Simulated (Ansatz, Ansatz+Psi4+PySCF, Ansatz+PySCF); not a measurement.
```yaml
atoms:
  - { symbol: C, position_ang: [0.0000, 0.0000, -0.7624] }
  - { symbol: B, position_ang: [0.0000, 0.0000, 0.7639] }
  - { symbol: H, position_ang: [-0.0836, -0.9074, -1.3565] }
  - { symbol: H, position_ang: [0.0836, 0.9074, -1.3565] }
  - { symbol: H, position_ang: [-0.0726, 1.0100, 1.3558] }
  - { symbol: H, position_ang: [0.0726, -1.0100, 1.3558] }
```

Basis set: cc-pVTZ (spherical functions). Frozen core: 2 orbitals. Correlation on ROHF uses semicanonical orbitals with singles. Charge 0, multiplicity 2.

Computed with Ansatz (development build ahead of 0.2.0); each method stands on the lowest determinant of its kind that the runs found.

Give the atomization energy at this shape (free ground-state atoms in the same class of orbitals less the molecule, no zero-point energy) of doublet CH₄B by ROHF-CCSD(T), ROHF-MP2.

```json
{"method": "ROHF-CCSD(T)", "atomization energy": "20.67 eV"}
{"method": "ROHF-MP2", "atomization energy": "20.76 eV"}
```
